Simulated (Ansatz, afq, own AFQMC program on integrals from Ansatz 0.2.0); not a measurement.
## AlSiH, triplet: energetics from AFQMC and coupled cluster

```xyz
3

Si    0.0000   -0.0360    1.1654
Al    0.0000   -0.0118   -1.2249
H     0.0000    1.3177    0.3154
```

Geometry: a PBE0/def2-TZVP stationary point, not shown to be a minimum. Basis cc-pVTZ. Noble-gas cores (and the filled d shells of Ga–Kr and In–Xe) are frozen. Integrals, coupled cluster, full CI and functionals: Ansatz 0.2.0; the random walks run on the same integrals in our own AFQMC program. ph-AFQMC/CISD is guided by a CISD state made of CCSD amplitudes; releasing the constraint for a short imaginary time cuts its bias at the price of noise, slowly where states lie close. ± is one standard error of the sampling.

Best estimates are CCSD(T) at the basis-set limit (def2-TZVPP/QZVPP) plus the step from CCSD(T) to the highest rung at hand in cc-pVTZ, named in the table (released AFQMC can keep some 10 meV of bias). No zero-point, core-correlation or spin–orbit terms. Other levels are in cc-pVTZ; a dash marks a level that is missing or breaks spin symmetry for a member.

Cautions: AlSiH (triplet): lower spins were not checked, unrestricted determinant slightly spin contaminated (⟨S²⟩ 2.09 against 2.00), the released energies are still falling, so no released level is given (meV from the phaseless value at times in 1/Eh: -7 ± 4 at 0.24, -14 ± 6 at 0.51, -19 ± 4 at 0.99, -25.2 ± 2.4 at 1.62, -29 ± 4 at 2.40), though the last usable value meets CCSDT(Q) within the noise, its ph-AFQMC/CISD value lies 31 ± 4 meV above CCSDT(Q); AlSiH (quintet): another spin lies lower, unrestricted determinant slightly spin contaminated (⟨S²⟩ 6.06 against 6.00), the released energies are still falling, so no released level is given (meV from the phaseless value at times in 1/Eh: -6 ± 4 at 0.24, -10 ± 3 at 0.51, -14.0 ± 2.0 at 0.99, -18.3 ± 2.3 at 1.62, -23 ± 3 at 2.40), though the last usable value meets CCSDT(Q) within the noise, its ph-AFQMC/CISD value lies 23 ± 5 meV above CCSDT(Q); AlSiH⁺ (doublet): higher spins were not checked, an unrestricted solution with more broken spin lies lower, strong correlation (T1 0.064, weight of the determinant 0.81, largest double 0.12), unrestricted determinant spin contaminated (⟨S²⟩ 0.89 against 0.75), the released energies have errors that jump between times, so the bars are unsure, so no released level is given (meV from the phaseless value at times in 1/Eh: -7 ± 6 at 0.24, -15 ± 4 at 0.51, -10455 ± 10430 at 0.99, -37 ± 8 at 1.62, -41 ± 4 at 2.40), its ph-AFQMC/CISD value lies 50 ± 4 meV above CCSDT(Q); row 1: core correlation is missing, and it shifts such a gap most where an s electron is promoted.

| process | best estimate (kJ/mol) | highest rung |
| --- | --- | --- |
| to charge +0, quintet (vertical) | 375 | CCSDT(Q) |
| to charge +1, doublet (vertical) | 738 | CCSDT(Q) |
| to free atoms | 545 | CCSDT(Q) |

Errors against the best estimates in kJ/mol, the processes numbered in the order above:

| level | error, 1 | error, 2 | error, 3 |
| --- | --- | --- | --- |
| MP2 | -25 | 1 | -41 |
| CCSD(T) | -3 | -4 | -26 |
| ph-AFQMC/CISD | -2 ± 0.6 | -3 ± 0.6 | -24 ± 0.4 |
| CCSD(T)/CBS | -2 | 0 | -3 |
| PBE | 0 | -3 | 12 |
| r2SCAN | -27 | 10 | 17 |
| PBE0 | -6 | 7 | -1 |
| B3LYP | 23 | -3 | -15 |
| wB97M-V | 43 | -20 | -4 |
| B2PLYP | 17 | -3 | -21 |

Cost at the first geometry (cards were shared with other jobs): PBE0/cc-pVTZ, 1.6 s on 1 thread of AMD EPYC 7R13 Processor (Zen 3) (shared host); UCCSD(T)/cc-pVTZ, 5.5 s on 1 × NVIDIA H100 80GB HBM3 with 1 thread of AMD EPYC 7R13 Processor (Zen 3), on a shared host; CCSD(T)/def2-QZVPP, 8 s on 1 × NVIDIA H100 80GB HBM3 with 1 thread of AMD EPYC 7R13 Processor (Zen 3), with other jobs on the host; CCSDT(Q), 11 s on 1 × NVIDIA H100 80GB HBM3 with 1 thread of AMD EPYC 7R13 Processor (Zen 3) (shared host); ph-AFQMC/CISD with release, 2.2 min on 1 × NVIDIA H100 80GB HBM3 with 2 threads of AMD EPYC 7R13 Processor (Zen 3), with other jobs on the host.

Best estimates are given only where the step beyond CCSD(T) is under 0.3 eV and no member's determinant is very poor (T1 over 0.05, or 0.07 for open shells, ⟨S²⟩ too high by 0.3, two states mixed), so the hardest cases are missing from such tables.

The functionals ran in a triple-zeta set and keep a basis error of their own, a few kJ/mol for each bond in atomization energies and more for double hybrids, so close places among them and the extrapolated levels can swap.

CCSDT and higher add their correlation energy to the determinant of the CCSD(T) run, since their own runs factorise the integrals more tightly (a shift of under 2 meV). Where the cautions show a poor determinant, the low rows tell how each method copes with it, not its usual error. Each member of a difference takes its own highest rung, so a best estimate needn't equal the limit plus the step of one row. A walk keeps the symmetry of its determinant, which the program's search chose and which needn't be the lowest solution, so a lower state of the same spin and another symmetry isn't excluded.
